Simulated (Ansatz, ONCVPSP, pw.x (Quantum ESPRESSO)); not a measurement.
## Which Al potential is closest to all-electron in the fcc crystal?

All use LDA (Perdew-Wang 92), scalar-relativistic, no spin, cutoffs from each file’s atomic test, pw.x 7.5; 14³ k-points, Fermi–Dirac smearing 0.01 Ry. Δ is the rms difference from all-electron LAPW of the E(V) curves that follow from fits to the pressures, over ±6 % in volume. Mesh and smearing are coarse and serve the comparison alone. The files are a selection: those with a ghost or negative overlap were mostly not run, and those with noisy or unconverged pressures or nearly equal Δ are left out.

All-electron: a0 = 3.983 Å (V0 = 15.80 Å³/atom), B0 = 82.8 GPa.

**Question.** Rank them by Δ, smallest first.
A. optimised norm-conserving Vanderbilt (ONCV), ONCVPSP 4.0.1.1 (patched build), LDA (Perdew-Wang 92); core [Ne], reference 3s1.75 3p1.25; waves: 3s: rc 2.10 bohr, ncon 4, nbas 8, qcut 2.8 1/bohr, 1 projector; 3p: rc 2.15 bohr, ncon 4, nbas 7, qcut 4 1/bohr, 2 projectors, debl 2.6 Ha; local part: polynomial inside 1.35 bohr (lpopt 5, dvloc0 0 Ha); core correction: Teter function, fcfact 3.25, rcfact 1.7.
B. optimised norm-conserving Vanderbilt (ONCV), ONCVPSP 4.0.1.1 (patched build), LDA (Perdew-Wang 92); core [Ne], reference 3s2 3p1; waves: 3s: rc 2.20 bohr, ncon 4, nbas 7, qcut 3.4 1/bohr, 3 projectors, debl 2.9 Ha; 3p: rc 2.60 bohr, ncon 3, nbas 8, qcut 3.8 1/bohr, 3 projectors, debl 3.5 Ha; local part: polynomial inside 1.85 bohr (lpopt 5, dvloc0 -1 Ha); core correction: Teter function, fcfact 2.5, rcfact 1.6.
C. optimised norm-conserving Vanderbilt (ONCV), ONCVPSP 4.0.1.1 (patched build), LDA (Perdew-Wang 92); core [Ne], reference 3s2 3p1; waves: 3s: rc 2.00 bohr, ncon 5, nbas 9, qcut 2.5 1/bohr, local; 3p: rc 2.55 bohr, ncon 4, nbas 7, qcut 2.8 1/bohr, 2 projectors, debl 1.7 Ha; d scattering state at 0.04 Ha: rc 2.00 bohr, ncon 4, nbas 7, qcut 4.2 1/bohr, 3 projectors, debl 0.6 Ha; local part: the s channel; core correction: polynomial model core, fcfact 0.5.
D. optimised norm-conserving Vanderbilt (ONCV), ONCVPSP 4.0.1.1 (patched build), LDA (Perdew-Wang 92); core [Ne], reference 3s2 3p1; waves: 3s: rc 2.25 bohr, ncon 4, nbas 7, qcut 3.7 1/bohr, 2 projectors, debl 2.3 Ha; 3p: rc 2.75 bohr, ncon 3, nbas 7, qcut 3.4 1/bohr, 2 projectors, debl 2.7 Ha; d scattering state at 0.12 Ha: rc 2.85 bohr, ncon 3, nbas 6, qcut 2.9 1/bohr, 3 projectors, debl 1 Ha; local part: polynomial inside 2.15 bohr (lpopt 3, dvloc0 3 Ha); core correction: none.

**Answer.** B (0.1 meV/atom), C (1.2 meV/atom), D (2.7 meV/atom), A (10.1 meV/atom).
